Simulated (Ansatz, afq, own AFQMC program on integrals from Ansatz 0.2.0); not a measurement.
**Atomization energy of BS, doublet**

```yaml
atoms:
  - { symbol: B, position_ang: [0.0000, 0.0000, 0.0000] }
  - { symbol: S, position_ang: [0.0000, 0.0000, 1.6077] }
```

Atoms in their ground-state spins without spin–orbit coupling (mostly on UHF) minus the molecule (UHF), without zero-point energy. The geometry is a stationary point, not shown to be a minimum.

Basis 6-31G. Noble-gas cores (and the filled d shells of Ga–Kr and In–Xe) are frozen. AFQMC by an in-house program on the Cholesky factors that Ansatz 0.2.0 writes for its CCSD(T) run. ph-AFQMC/CISD is guided by a CISD state made of CCSD amplitudes; releasing the constraint for a short imaginary time cuts its bias at the price of noise, slowly where states lie close. Error bars are statistical, one sigma. The errors of all members are added in quadrature.

Full CI on the same integrals is exact in this basis and with this determinant's frozen core.

Errors are counted within 6-31G, not against nature.

Cautions: BS (doublet): unrestricted determinant spin contaminated (⟨S²⟩ 0.88 against 0.75), the ph-AFQMC/CISD walk drifts between its halves (2.5 errors).

```json
{"level": "MP2", "atomization energy (eV)": "4.649"}
{"level": "CCSD", "atomization energy (eV)": "4.366"}
```

Task: From these cheaper values, estimate the atomization energy at the reference level in 6-31G.

Result: 4.533 eV (full CI in 6-31G).

```
         level  atomization energy (eV)  error against FCI (eV)
            HF                    3.179                  -1.354
       CCSD(T)                    4.497                  -0.036
   ph-AFQMC/HF            4.676 ± 0.026           0.143 ± 0.026
 ph-AFQMC/CISD            4.536 ± 0.004           0.003 ± 0.004
released AFQMC            4.534 ± 0.003           0.001 ± 0.003
```

Correlation beyond CCSD(T) adds 0.036 eV. The perturbative (T) step is worth +0.131 eV. Where the cautions show a poor determinant, the low rows tell how each method copes with it, not its usual error.

A walk keeps the symmetry of its determinant, which the program's search chose and which needn't be the lowest solution, so a lower state of the same spin and another symmetry isn't excluded. Released energies are given only where the last usable release times agree within the noise; a slower fall can still hide under it.
